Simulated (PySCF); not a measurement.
H2S, charge +1, quartet, geometry from GFN2-xTB of the parent state (a state made from the parent by changing its charge; the spin is typed, not shown lowest); B3LYP/aug-cc-pVDZ (PySCF).

The PySCF input:
```python
from pyscf import gto, scf, dft

mol = gto.Mole()
mol.atom = '''
    S    -0.000362   -0.002134    0.103903
    H    -0.038472    1.008615   -0.811003
    H     0.044257   -0.974478   -0.851437
'''
mol.basis = 'aug-cc-pvdz'
mol.charge = 1
mol.spin = 3
mol.verbose = 3
mol.build()

mf = dft.UKS(mol)
mf.xc = 'b3lyp'
mf.kernel()
mf.analyze()
```

What the program printed (banner, timings and long lists left out):

```
converged SCF energy = -398.722183661156  <S^2> = 3.7530324  2S+1 = 4.0015159
**** MO energy ****
                             alpha | beta                alpha | beta
MO #1   energy= -89.3689521129203  | -89.3551630308873  occ= 1 | 1
MO #2   energy= -8.41536792218866  | -8.4006646450422   occ= 1 | 1
MO #3   energy= -6.38471614359676  | -6.36320995611658  occ= 1 | 1
MO #4   energy= -6.38386774413781  | -6.35891121089879  occ= 1 | 1
MO #5   energy= -6.36934458895227  | -6.3547489986639   occ= 1 | 1
MO #6   energy= -1.1647466142779   | -1.06746400347525  occ= 1 | 1
MO #7   energy= -0.813998277523561 | -0.749864657080818 occ= 1 | 1
MO #8   energy= -0.792913668323997 | -0.599532025780862 occ= 1 | 0
MO #9   energy= -0.697712795985937 | -0.520616144748438 occ= 1 | 0
MO #10  energy= -0.393591771780785 | -0.242284286485206 occ= 1 | 0
MO #11  energy= -0.286467080317869 | -0.236952829494336 occ= 0 | 0
MO #12  energy= -0.16557382527493  | -0.134709980350127 occ= 0 | 0
MO #13  energy= -0.138994322522922 | -0.129694766138251 occ= 0 | 0
MO #14  energy= -0.135992674997858 | -0.117922323016971 occ= 0 | 0
MO #15  energy= -0.129588537100808 | -0.111294907604502 occ= 0 | 0
MO #16  energy= -0.121181173958725 | -0.0928253524994409 occ= 0 | 0
MO #17  energy= -0.110764801933514 | -0.0766303203899368 occ= 0 | 0
MO #18  energy= -0.109426085132303 | -0.0656837279819729 occ= 0 | 0

To work with the spin densities directly, `use mulliken_meta_spin()` only printing them here.

 ** Mulliken spin pop alpha/beta on meta-lowdin orthogonal AOs **
 ** Mulliken Spin Density (per atom)  **
spin density of  0 S =      2.29891
spin density of  1 H =      0.35055
spin density of  2 H =      0.35054
 ** Mulliken pop alpha/beta on meta-lowdin orthogonal AOs **
 ** Mulliken atomic charges   ( Nelec_alpha | Nelec_beta ) **
charge of  0S =      0.92639  (     8.68626      6.38735 )
charge of  1H =      0.03681  (     0.65687      0.30632 )
charge of  2H =      0.03681  (     0.65687      0.30632 )

WARN: System has nonzero charge 1; the dipole moment is origin-dependent.
Location of origin: [0. 0. 0.]

Dipole moment(X, Y, Z, Debye):  0.00198,  0.01169, -0.56978
```
